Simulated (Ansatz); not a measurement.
Process, species as SMILES: NC=O + 3 [H][H] (H2) → C (CH4) + N (NH3) + O (H2O)
B3LYP-D3(BJ)/def2-TZVP geometries, fixed; electronic energies without zero-point terms.

Basis-set convergence of the energy of full hydrogenation at r2SCAN with Ansatz (an electronic-structure program). Cartesian d functions, on some or all atoms, in 6-31G**; all else is spherical. The program fits the integrals of some runs and decomposes those of others, by size. Species with rotatable bonds are taken in one conformer. No added dispersion term, no relativity. Functions are those of the species that has most. Reference: the value in aug-pcseg-3, -50.99 kcal/mol, itself unsure by roughly 0.05 kcal/mol (its mean distance from aug-cc-pVQZ, def2-QZVPPD, pcseg-3).

```
basis            functions  energy of full hydrogenation (kcal/mol)
---------------  ---------  ---------------------------------------
STO-3G                  18                                      ___
def2-SV(P)              48                                   -23.65
6-31G**                 60                                      ___
6-311G**                72                                   -45.58
6-311+G**               84                                   -50.59
def2-SVPD               87                                   -52.83
def2-TZVPP             135                                   -49.90
jun-cc-pV(T+d)Z        159                                      ___
def2-TZVPPD            165                                      ___
aug-pcseg-2            207                                   -51.45
cc-pVQZ                255                                   -49.53
def2-QZVPP             261                                   -50.57
aug-cc-pVQZ            378                                   -50.92
```

Q: Fill in the missing entries.

A: 
- STO-3G, energy of full hydrogenation (kcal/mol): -29.65
- 6-31G**, energy of full hydrogenation (kcal/mol): -43.71
- jun-cc-pV(T+d)Z, energy of full hydrogenation (kcal/mol): -51.50
- def2-TZVPPD, energy of full hydrogenation (kcal/mol): -51.39
